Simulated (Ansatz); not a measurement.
The end point of a relaxation of MgO. These are PBE (plane waves to 420 eV, PAW, scalar-relativistic; Ansatz, a program for electronic structure) values and carry that method's errors.

```cif
data_MgO
_chemical_formula_sum 'Mg1 O1'
_space_group_name_H-M_alt 'P 1'
_space_group_IT_number 1
_cell_length_a 3.00835
_cell_length_b 3.00835
_cell_length_c 3.00835
_cell_angle_alpha 60.000
_cell_angle_beta 60.000
_cell_angle_gamma 60.000
loop_
_space_group_symop_operation_xyz
  'x, y, z'
loop_
_atom_site_label
_atom_site_type_symbol
_atom_site_fract_x
_atom_site_fract_y
_atom_site_fract_z
_atom_site_occupancy
Mg1 Mg 0.00000 0.00000 0.00000 1
O1 O 0.50000 0.50000 0.50000 1
```

Q: Find the space group and the Wyckoff positions (tolerance 0.01 Å).

A: Space group Fm-3m (No. 225); a = b = c = 4.254 Å, α = β = γ = 90.00°

| atom | site | symmetry | x | y | z |
|---|---|---|---|---|---|
| Mg | 4a | m-3m | 0.0000 | 0.0000 | 0.0000 |
| O | 4b | m-3m | 0.5000 | 0.5000 | 0.5000 |

This is the rock salt type.

Q: Give the shortest distances between elements (the closest pairs, up to four, under 3.6 Å).

A: Mg–O 2.13 Å; O–O 3.01 Å; Mg–Mg 3.01 Å.

```yaml
volume_per_atom: 9.63 Å³
density: 3.48 g/cm³
band_gap: 4.46 eV, direct at Γ (no spin-orbit coupling)
```

No spin polarisation in the result.

Measured for MgO: a 4.189 Å (static lattice; corrected from measurement; as listed in Daniel Mejia-Rodriguez, S. B. Trickey, Phys. Rev. B (2018)); gap 8.36 eV (static lattice; corrected from measurement; as listed in Wei Chen et al., Physical Review Materials (2018)). Computed minus measured — a: PBE +1.6 %; gap: PBE -3.90 eV. The computed values are for a static lattice, and a measured gap can be an optical one, lowered by exciton binding.

The run could not lose the symmetry of its start.

All atoms sit on sites fixed by symmetry, so only the cell could relax.
